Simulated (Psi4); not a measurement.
# C2H2F (SMILES C=[C]F): UB3LYP/def2-QZVPD (density fitting, sweep point 6)

Wanted: a single-point energy of C2H2F. 

The calculation is run with Psi4 1.11.

7 further runs of the same task are left out: 7 set aside as unsound or not needed.

### 1 The structure to begin with

C2H2F has 5 atoms, charge 0, and is taken as a doublet. As SMILES, `C=[C]F`. The shape is that of a PBE0-D4/def2-TZVP optimisation.

Bond lengths: C1–C2 1.309 Å, C2–F3 1.302 Å, C1–H4 1.087 Å, C1–H5 1.080 Å. Angles: C1–C2–F3 130.3°, C2–C1–H4 120.7°, C2–C1–H5 119.9°, H4–C1–H5 119.4°.

### 2 A single-point energy at UB3LYP/def2-QZVPD (density fitting, sweep point 6)

The input, job.dat:

```
memory 1600 mb

molecule m {
  0 2
  C      0.92256429    -0.37870112     0.01587370
  C     -1.12004067     0.74398518     0.84489655
  F     -3.26091140     1.18958260    -0.28138022
  H      1.01043656    -1.11569430    -1.89993065
  H      2.54205958    -0.57863414     1.24249493
  units bohr
  symmetry c1
}

set {
  basis def2-QZVPD
  reference uks
  puream true
  scf_type df
  dft_radial_points 99
  dft_spherical_points 590
  maxiter 100
}

energy('b3lyp')
```

Launch:

```sh
psi4 -i job.dat -o job.out -n 1
```

Q: Predict the results. Wanted: total energy; dipole moment; HOMO energy; LUMO energy; ⟨S²⟩.

Answer, from the run:

At UB3LYP/def2-QZVPD (density fitting, sweep point 6):

| quantity | value |
| --- | --- |
| total energy | -177.22941 Eh |
| dipole moment | 1.01 D |
| HOMO energy (highest over α and β) | -7.50 eV |
| LUMO energy (lowest over α and β) | -3.02 eV |
| ⟨S²⟩ | 0.759 |
